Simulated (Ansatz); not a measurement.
**A ladder of methods for CH2BCl (SMILES B[C]Cl)**

CH2BCl: 5 atoms, total charge 0, spin state triplet. As SMILES, `B[C]Cl`. The shape is that of a GFN2-xTB optimisation.

```csv
atom,x (Å),y (Å),z (Å)
B,0.4142,0.1394,-0.4725
C,-0.4874,0.2809,0.6847
Cl,-1.4706,-0.5831,1.6530
H,0.5757,-0.9156,-0.9698
H,0.9682,1.0784,-0.8954
```

Each level gives the energy change with the C2–Cl3 bond stretched from 1.628 to 2.035 Å (eV). The values are calculated.

```tsv
level	kind	program	value (eV)	less FCI/STO-3G	CPU time (all runs)
USVWN5/STO-3G	LDA	Ansatz	0.51	+0.24	1.7 s
U-revPBE/STO-3G	GGA	Ansatz	0.26	-0.01	3 s
UPBE/STO-3G	GGA	Ansatz	0.33	+0.06	3.1 s
U-r2SCAN/STO-3G	meta-GGA	Ansatz	0.39	+0.12	8 s
UB3LYP/STO-3G	global hybrid	Ansatz	0.35	+0.08	3.3 s
U-wB97M-V/STO-3G	range-separated hybrid	Ansatz	0.54	+0.27	42 s
UCAM-B3LYP/STO-3G	range-separated hybrid	Ansatz	0.51	+0.24	3.9 s
UB2PLYP/STO-3G	double hybrid	Ansatz	0.42	+0.15	3.2 s
UCCSDTQ/STO-3G	coupled cluster or CI	Ansatz	0.27	0.00	2.1 min
FCI/STO-3G	exact in the basis	Ansatz	0.27	0.00	100 s
```

FCI/STO-3G is exact within its basis and frozen core, so for wave-function methods in that basis the difference is their error; functionals converge differently with the basis, so for them it is only a difference. The first shape isn't each level's own minimum. The values span 0.26 to 0.54 eV. All rows use very small basis sets, so none should be taken for the real molecule's value. CPU times are rough (shared hosts, several kinds of processor and program).
